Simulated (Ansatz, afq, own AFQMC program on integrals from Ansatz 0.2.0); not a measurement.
# Atomization energy of AlGeH₃, singlet

```xyz
5

Ge    0.0037    0.0000    0.6668
Al   -0.0890    0.0000   -1.6477
H     0.8350    1.0566   -0.4001
H     0.8350   -1.0566   -0.4001
H     0.4473    0.0000   -3.1465
```

Connectivity, by distances: Ge–AlH, 2 bridging H.

Atoms in their ground-state spins without spin–orbit coupling (mostly on UHF) minus the molecule (RHF), without zero-point energy. The geometry is a stationary point, not shown to be a minimum.

Basis cc-pVDZ. Noble-gas cores (and the filled d shells of Ga–Kr and In–Xe) are frozen. AFQMC by an in-house program on the Cholesky factors that Ansatz 0.2.0 writes for its CCSD(T) run. The CISD trial takes its coefficients from CCSD amplitudes. Released means that phaseless walkers are propagated on without the constraint, phases kept. Error bars are statistical, one sigma. No spin–orbit coupling. The errors of all members are added in quadrature.

No full CI on the walks' own integrals is used here; CCSDT(Q) serves as the reference and is uncertain by about the last step of the cluster series. Each member takes its own surest rung, up to full CI.

Errors are counted within cc-pVDZ, not against nature.

Cautions: inner d shell frozen; no relativity below Rb; no spin-orbit coupling; AlGeH₃ (singlet): its ph-AFQMC/CISD value lies 38 ± 13 meV above CCSDT(Q).

Reference (CCSDT(Q)): 236.8 kcal/mol.

```json
{"level": "HF", "atomization energy (kcal/mol)": "172.5", "error against CCSDT(Q) (kcal/mol)": "-64.2"}
{"level": "MP2", "atomization energy (kcal/mol)": "230.6", "error against CCSDT(Q) (kcal/mol)": "-6.2"}
{"level": "CCSD", "atomization energy (kcal/mol)": "232.2", "error against CCSDT(Q) (kcal/mol)": "-4.5"}
{"level": "CCSD(T)", "atomization energy (kcal/mol)": "236.1", "error against CCSDT(Q) (kcal/mol)": "-0.7"}
{"level": "ph-AFQMC/HF", "atomization energy (kcal/mol)": "240.5 ± 1.5", "error against CCSDT(Q) (kcal/mol)": "3.8 ± 1.5"}
{"level": "ph-AFQMC/CISD", "atomization energy (kcal/mol)": "236.0 ± 0.3", "error against CCSDT(Q) (kcal/mol)": "-0.7 ± 0.3"}
{"level": "released AFQMC", "atomization energy (kcal/mol)": "237.1 ± 0.3", "error against CCSDT(Q) (kcal/mol)": "0.3 ± 0.3"}
```

Correlation beyond CCSD(T) adds 0.7 kcal/mol. The perturbative (T) step is worth +3.8 kcal/mol.

A walk keeps the symmetry of its determinant, which the program's search chose and which needn't be the lowest solution, so a lower state of the same spin and another symmetry isn't excluded. Released energies are given only where the last usable release times agree within the noise; a slower fall can still hide under it.
